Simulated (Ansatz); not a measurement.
Two structures of BH5S, singlet, reached by relaxing down either side of one saddle point (PBE0-D4/def2-TZVP). Energies are electronic, without zero-point energy. Ansatz 0.2.0; basis: def2-TZVPP and def2-QZVPP; cores frozen in the correlated methods. Extrapolation: Hartree–Fock as exp(−7.88 √X), correlation as X^−2.97. First:

| atom | x (Å) | y (Å) | z (Å) |
| --- | --- | --- | --- |
| B1 | 0.1001 | -0.1618 | -0.9148 |
| S2 | 1.0585 | 1.2990 | -0.6588 |
| H3 | -1.0847 | -0.1168 | -1.0189 |
| H4 | 0.7145 | -1.1806 | -0.9798 |
| H5 | -0.1757 | -0.7486 | 2.1236 |
| H6 | -0.6800 | -1.2981 | 2.0898 |
| H7 | 0.0672 | 2.2069 | -0.6410 |

Second:

```tsv
atom	x (Å)	y (Å)	z (Å)
B1	-0.3457	-0.7496	-0.2362
S2	0.6675	0.9456	-0.1946
H3	-1.0537	-0.5546	-1.1946
H4	0.5493	-1.5322	-0.4467
H5	1.3136	0.9019	0.9854
H6	-0.9027	-0.8513	0.8247
H7	-0.2284	1.8403	0.2621
```

Q: Which bonds change from the first to the second?

A: BH₃S ([BH2][SH]) + H₂ → BH₃ + H₂S (still joined by a long B–S bond); bonds formed: B1–H6, S2–H5; bonds broken: H5–H6; bonds weakened to dative contacts: B1–S2.

Q: Give the saddle point's structure and its height above each. (To be estimated.)

A: Computed: 104.6 kJ/mol above the first and 78.3 kJ/mol above the second (CCSD(T) at an estimated basis limit (MP2 extrapolated from triple and quadruple zeta, plus CCSD(T) − MP2 in triple zeta)).
B1  (-0.178, -0.608, -0.219)
S2  (0.977, 1.082, -0.195)
H3  (-1.201, -0.381, -0.785)
H4  (0.585, -1.465, -0.548)
H5  (0.255, 0.172, 0.859)
H6  (-0.415, -0.776, 1.013)
H7  (-0.023, 1.976, -0.124)
(Å)

T1 diagnostic: at most 0.014.

Labels in which every atom is bracketed show which atoms are joined, not bond orders.

For scale, one of the runs: CCSD(T)/def2-TZVPP, 143 basis functions, launched by `ansatz run in.yaml --threads 2 --pin off --events-out ev --progress --plain --max-ram 4352MiB`. Hardware: 2 CPU threads of an Arm Neoverse V1, shared host. Wall time 7.5 s; peak host memory 0.79 GiB.
